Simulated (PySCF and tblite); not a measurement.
Values are calculated unless marked as measured or tabulated.
System: C₃H₇NS, numbered as in [CH2:1]1[CH2:2][S:3][CH2:4][NH:5]1.

Two runs for the pyramidal inversion at N5 on the same PBE0-D3(BJ)/def2-SVP geometries. The first, B3LYP/pcSseg-1 + D3(BJ), gave a barrier of 7.5 kcal/mol. The second was started with:

```json
{"job": {"kind": "nmr", "xc": "B3LYP", "basis": "pcSseg-1", "scf": {"conv": 0.001, "max_cycle": 60}, "pop": false}, "charge": 0, "multiplicity": 1}
```

```
final grid: 93968 points
cycle   1  E = -571.4219587358  dE =  4.999e-01  |g| = 3.003e-01  |ddm| = 3.086e+00
cycle   2  E = -571.4240394012  dE = -2.081e-03  |g| = 3.157e-01  |ddm| = 6.929e-01
cycle   3  E = -571.4458106010  dE = -2.177e-02  |g| = 6.507e-02  |ddm| = 3.280e-01
cycle   4  E = -571.4466466308  dE = -8.360e-04  |g| = 2.133e-02  |ddm| = 8.934e-02
converged SCF energy = -571.4466466308

GIAO shielding tensors (ppm)
atom      isotropic    diamagn.    paramagn.     s11        s22        s33       span
  0 C      123.340     245.177    -121.837     78.786    132.898    158.336     79.549
  1 C      138.518     249.675    -111.157    101.866    153.200    160.489     58.622
  2 S      456.794    1055.896    -599.103    228.046    423.922    718.412    490.367
  3 C      116.139     246.690    -130.550     60.176    132.828    155.414     95.238
  4 N      187.217     319.822    -132.605    165.260    182.389    214.003     48.744
```

**Question.** What is wrong with the second run, and what did it give?

**Answer.** Its fault: SCF threshold far too loose. It ran through; the barrier from its energies is 7.5 kcal/mol, off by 0.0.
